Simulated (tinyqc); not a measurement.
Inside a calculation. Method: CCSD on RHF in the sto-6g basis, frozen core, for H2O, spin multiplicity 1. One step of it, computed by the program tinyqc.

Question. CCSD: starting amplitudes. t_ij^ab = <ij||ab> / (e_i + e_j - e_a - e_b), whose energy is MP2.

orbital energies (hartree): MO1 -20.513212, MO2 -1.332870, MO3 -0.628367, MO4 -0.500658, MO5 -0.412347, MO6 0.673796, MO7 0.781305

Two-electron integrals over orbitals (pq|rs), unique and non-zero (hartree); the lowest 1 orbital is frozen and left out:
```
(22|22) 0.746383    (32|22) -0.006936   (32|32) 0.147545    (33|22) 0.669432
(33|32) 0.002994    (33|33) 0.659949    (42|22) 0.018695    (42|32) 0.000153
(42|33) 0.005655    (42|42) 0.116226    (43|22) -0.002775   (43|32) 0.011010
(43|33) -0.002404   (43|42) 0.005212    (43|43) 0.047532    (44|22) 0.671831
(44|32) 0.003438    (44|33) 0.616921    (44|42) -0.103285   (44|43) -0.007191
(44|44) 0.801264    (52|52) 0.141386    (53|52) 0.002824    (53|53) 0.030892
(54|52) -0.051488   (54|53) -0.001927   (54|54) 0.060997    (55|22) 0.747954
(55|32) 0.001291    (55|33) 0.649632    (55|42) -0.067801   (55|43) -0.006633
(55|44) 0.736097    (55|55) 0.880663    (62|22) -0.147802   (62|32) -0.008637
(62|33) -0.087573   (62|42) -0.014083   (62|43) 0.009001    (62|44) -0.087940
(62|55) -0.160615   (62|62) 0.105880    (63|22) -0.029699   (63|32) 0.026887
(63|33) -0.021750   (63|42) 0.017657    (63|43) 0.023224    (63|44) -0.033124
(63|55) -0.041940   (63|62) 0.024897    (63|63) 0.064168    (64|22) -0.080620
(64|32) 0.017739    (64|33) -0.042238   (64|42) 0.039644    (64|43) 0.002783
(64|44) -0.120674   (64|55) -0.106790   (64|62) 0.053301    (64|63) 0.026312
(64|64) 0.069139    (65|52) -0.057468   (65|53) -0.006286   (65|54) 0.004193
(65|65) 0.038985    (66|22) 0.640060    (66|32) 0.039375    (66|33) 0.591981
(66|42) 0.055410    (66|43) 0.017698    (66|44) 0.566051    (66|55) 0.607704
(66|62) -0.102631   (66|63) 0.011649    (66|64) -0.032635   (66|66) 0.635882
(72|22) -0.036517   (72|32) 0.028621    (72|33) -0.018856   (72|42) 0.000620
(72|43) -0.037773   (72|44) -0.025669   (72|55) -0.040577   (72|62) 0.012645
(72|63) -0.031658   (72|64) 0.015716    (72|66) -0.031205   (72|72) 0.061786
(73|22) 0.113416    (73|32) 0.010331    (73|33) 0.088136    (73|42) -0.080842
(73|43) -0.001070   (73|44) 0.153866    (73|55) 0.174890    (73|62) -0.072217
(73|63) -0.021095   (73|64) -0.071723   (73|66) 0.040520    (73|72) -0.026881
(73|73) 0.148770    (74|22) -0.010226   (74|32) -0.080344   (74|33) -0.010029
(74|42) 0.003916    (74|43) 0.008841    (74|44) -0.020866   (74|55) -0.017068
(74|62) 0.013948    (74|63) -0.032030   (74|64) -0.004900   (74|66) -0.031402
(74|72) -0.010080   (74|73) -0.021178   (74|74) 0.071372    (75|52) -0.014402
(75|53) 0.022283    (75|54) 0.002138    (75|65) 0.003953    (75|75) 0.023727
(76|22) 0.007310    (76|32) -0.086662   (76|33) -0.008501   (76|42) 0.011990
(76|43) -0.036023   (76|44) -0.011634   (76|55) -0.001424   (76|62) -0.010573
(76|63) -0.044207   (76|64) -0.015062   (76|66) -0.034063   (76|72) 0.014213
(76|73) -0.018606   (76|74) 0.050204    (76|76) 0.092622    (77|22) 0.634539
(77|32) -0.043549   (77|33) 0.623355    (77|42) -0.001958   (77|43) -0.017840
(77|44) 0.607960    (77|55) 0.622865    (77|62) -0.070740   (77|63) -0.039180
(77|64) -0.038885   (77|66) 0.565682    (77|72) -0.010817   (77|73) 0.066576
(77|74) 0.020333    (77|76) 0.034570    (77|77) 0.642753
```

Give: Starting amplitudes; correlation energy.

Answer.

Starting amplitudes (spin orbitals 1a, 1b, ...; amplitudes related by a flip of all spins are not repeated; the 24 largest):
```
from      to          t
3a 3b  7a 7b     -0.053
4a 4b  6a 6b     -0.029
4a 4b  7a 7b     -0.028
3a 4b  6b 7a     -0.028
2a 2b  6a 6b     -0.026
3a 3b  6a 6b     -0.025
2a 3b  6a 7b      0.021
5a 5b  6a 6b     -0.018
2a 4b  6a 6b     -0.017
3a 4a  6a 7a     -0.015
2a 2b  7a 7b     -0.015
3a 4b  6a 7b      0.012
2a 3a  6a 7a      0.012
3a 4b  6a 6b     -0.011
5a 5b  7a 7b     -0.010
2a 3b  6b 7a     -0.009
3a 4b  7a 7b      0.008
3a 3b  6a 7b      0.008
2a 3b  7a 7b      0.008
2a 3b  6a 6b     -0.008
2a 4b  6b 7a   4.78e-03
2a 4b  6a 7b  -4.24e-03
2a 2b  6a 7b  -3.07e-03
2a 4b  7a 7b   2.97e-03
```

correlation energy = -0.03292 hartree
